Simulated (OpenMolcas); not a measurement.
# [CF2]+ (SMILES F[C+]F) at UHF/cc-pVTZ

Wanted: an optimisation with harmonic vibrations of [CF2]+. 

Program for the calculation: OpenMolcas 26.06.

## 1. The system as given

The species is [CF2]+ (3 atoms), meant as a doublet with charge +1. As SMILES, `F[C+]F`. The shape is that of a PBE0-D4/def2-TZVP optimisation. The run starts from this shape.

Bond lengths: F1–C2 1.214 Å, C2–F3 1.214 Å. Angles: F1–C2–F3 124.6°.

## 2. An optimisation with harmonic vibrations at UHF/cc-pVTZ

job.input reads:

```
>>> EXPORT MOLCAS_PRINT=2

&gateway
 baslib=$CurrDir
 coord
 3
 angstrom
 F        0.379110       0.972980       0.316190
 C        0.275710      -0.221360       0.127270
 F       -0.654830      -0.751620      -0.443470
 basis=cc-pVTZ
 group=NoSym
>>> EXPORT MOLCAS_MAXITER=50
>>> Do While

&seward

&scf
 uhf
 charge=1
 spin=2
 prorbitals=0

&slapaf
>>> EndDo
>>> COPY $Project.Opt.xyz $CurrDir/final.xyz
>>> COPY $Project.slapaf.h5 $CurrDir/final.slapaf.h5

&mckinley
```

The basis set cc-pVTZ is read from a file made from the Basis Set Exchange's data (not shown).

The run is started by

```bash
export MOLCAS_MEM=1860
pymolcas job.input > job.log
```

What values should one expect? Wanted: total energy; HOMO energy; LUMO energy; ⟨S²⟩; lowest harmonic wavenumber; highest harmonic wavenumber; zero-point energy.

**Answer.** As computed:

Level: UHF/cc-pVTZ.

| quantity | value |
| --- | --- |
| total energy | -236.38249 Eh |
| HOMO energy (highest over α and β) | -24.56 eV |
| LUMO energy (lowest over α and β) | -7.75 eV |
| ⟨S²⟩ | 0.755 |
| lowest harmonic wavenumber | 703 cm⁻¹ |
| highest harmonic wavenumber | 1855 cm⁻¹ |
| zero-point energy | 24.3 kJ/mol |

**Reading.** At the final geometry: Bond lengths: F1–C2 1.195 Å, C2–F3 1.195 Å. Angles: F1–C2–F3 124.6°. The program took a symmetry number of 1 where this shape has 2, so the entropy in its output is too high by R ln(2/1) = 1.38 cal/(mol K). All 3 modes are real, so the shape is a minimum at this level. Mulliken charges run from +0.11 on F1 to +0.77 on C2.
